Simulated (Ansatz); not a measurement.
Si3N4 (P31c, No. 159), treated with PBEsol (PAW; Ansatz, a first-principles code).

Settings: plane-wave cutoff 520 eV, 6×6×6 k mesh, perturbation theory, scalar-relativistic PAW data made under PBE.

Cell (relaxed at this level):

```
CELL_PARAMETERS angstrom
      7.77147     0.00000     0.00000
     -3.88574     6.73029     0.00000
      0.00000     0.00000     5.63363
ATOMIC_POSITIONS crystal
  Si 0.51174 0.08250 0.19286
  Si 0.91750 0.42923 0.19286
  Si 0.57077 0.48826 0.19286
  Si 0.08250 0.51174 0.69286
  Si 0.42923 0.91750 0.69286
  Si 0.48826 0.57077 0.69286
  Si 0.16752 0.25344 0.98547
  Si 0.74656 0.91408 0.98547
  Si 0.08592 0.83248 0.98547
  Si 0.25344 0.16752 0.48547
  Si 0.91408 0.74656 0.48547
  Si 0.83248 0.08592 0.48547
  N  0.00000 0.00000 0.98628
  N  0.00000 0.00000 0.48628
  N  0.33333 0.66667 0.63637
  N  0.66667 0.33333 0.13637
  N  0.34424 0.95474 0.96558
  N  0.04526 0.38949 0.96558
  N  0.61051 0.65576 0.96558
  N  0.95474 0.34424 0.46558
  N  0.38949 0.04526 0.46558
  N  0.65576 0.61051 0.46558
  N  0.31908 0.31513 0.23179
  N  0.68487 0.00395 0.23179
  N  0.99605 0.68092 0.23179
  N  0.31513 0.31908 0.73179
  N  0.00395 0.68487 0.73179
  N  0.68092 0.99605 0.73179
```

### Question
Give the computed high-frequency dielectric constant (mean over three axes) and static dielectric constant (mean over three axes).

### Answer

- high-frequency dielectric constant (mean over three axes) = 4.33
- static dielectric constant (mean over three axes) = 8.26

Note: the relaxation could not lower the start's symmetry, so the cell can be a saddle point above a distorted one.

The result took very roughly 5 core-hours.
